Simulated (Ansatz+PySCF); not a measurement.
Two shapes of singlet C₃H₆.

Shape 1:

```xyz
9

C     0.0000   -0.4541   -0.1192
C     0.0000   -0.4673    1.2146
C     0.0000    0.7691   -0.9750
H     0.0000   -1.4146   -0.6513
H     0.0000   -1.4047    1.7771
H     0.0000    0.4612    1.7958
H     0.0000    1.6890   -0.3718
H     0.8829    0.7916   -1.6359
H    -0.8829    0.7916   -1.6359
```

Shape 2:

```xyz
9

C     0.0000   -0.4905   -0.1288
C     0.0000   -0.5047    1.3118
C     0.0000    0.8306   -1.0531
H     0.0000   -1.5278   -0.7034
H     0.0000   -1.5171    1.9192
H     0.0000    0.4980    1.9395
H     0.0000    1.8242   -0.4015
H     0.9536    0.8550   -1.7668
H    -0.9536    0.8550   -1.7668
```

Basis set: def2-SVP (spherical functions). Frozen core: 3 orbitals. Charge 0, multiplicity 1.

Computed with Ansatz (development build ahead of 0.2.0); each method stands on the lowest determinant of its kind that the runs found.

(1) Which shape is lower in energy, and by how much in each method?

## Answers

(1)

```json
{"method": "RHF", "E(2) − E(1) (eV)": "1.524"}
{"method": "UHF", "E(2) − E(1) (eV)": "1.405"}
{"method": "UHF-MP2", "E(2) − E(1) (eV)": "1.690"}
{"method": "RHF-CCSD", "E(2) − E(1) (eV)": "1.132"}
{"method": "RHF-CCSD(T)", "E(2) − E(1) (eV)": "1.056"}
```

Shape 1 is lower. Caution for UHF, UHF-MP2: the unrestricted determinant is spin contaminated. Caution for UHF-MP2: a plain start can end on a higher determinant; another reference gives a lower total.
